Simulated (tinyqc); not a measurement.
Inside a calculation. Method: Hueckel theory of the pi electrons, for the molecule [CH2+]C=CN (SMILES; centres numbered as the heavy atoms are written). Computed by tinyqc, a small Python program that keeps every step. Settings: charge = 1. Command: `OMP_NUM_THREADS=1 python tinyqc.py 31256 31257 out.jsonl` (the two numbers bound the seeds that draw the settings). One thread of a shared host (Intel(R) Xeon(R) Processor @ 2.60GHz), about 0.01 s of CPU time with the checks.

## The Hueckel matrix

Centres:
```
centre  z_r, pi electrons of the neutral centre       h
1C                                            1  0.0000
2C                                            1  0.0000
3C                                            1  0.0000
4N                                            2  1.4700
```

Bonds:
```
i  j       k
1  2       1
2  3       1
3  4  0.8900
```

H_rr = alpha + h_r beta, H_rs = k_rs beta for bonded centres.

Hueckel matrix in units of beta (H = alpha + beta A), lower triangle:
```
        1C      2C      3C      4N
1C  0.0000
2C  1.0000  0.0000
3C  0.0000  1.0000  0.0000
4N  0.0000  0.0000  0.8900  1.4700
```

## Orbitals

pi electrons, sum of z_r less the charge = 4

Diagonalise; E = alpha + x beta with beta < 0, so the largest x are filled first; degenerate levels share their electrons. P = sum n_i c_ri c_si; each orbital has its largest coefficient positive (the first on a tie).

x values: 2.0387  1.1481  -0.2272  -1.4896

occupations: 2.0000  2.0000  0.0000  0.0000

coefficients:
```
       MO1      MO2      MO3      MO4
1C  0.1591   0.5596   0.6744  -0.4546
2C  0.3243   0.6425  -0.1532   0.6772
3C  0.5021   0.1780  -0.6396  -0.5541
4N  0.7858  -0.4922   0.3354   0.1666
```

charge and bond-order matrix P, lower triangle:
```
         1C       2C      3C      4N
1C   0.6770
2C   0.8223   1.0360
3C   0.3590   0.5545  0.5676
4N  -0.3010  -0.1229  0.6138  1.7194
```

## Energy, charges, bond orders

E = sum n x; q_r = z_r - P_rr; bond order p = P_rs; free valence = sqrt(3) - sum of p over the bonds of the atom.

pi energy = 4 alpha + this times beta = 6.3736

pi charges: 1C 0.3230, 2C -0.0360, 3C 0.4324, 4N 0.2806

Bond orders and lengths from R = 1.517 - 0.180 p (angstrom, C-C alone):
```
bond       p       R
1-2   0.8223  1.3690
2-3   0.5545  1.4172
3-4   0.6138       -
```

free valence of the carbons: 1C 0.9097, 2C 0.3553, 3C 0.5638

gap between the highest filled and the next level = 1.3753 |beta|
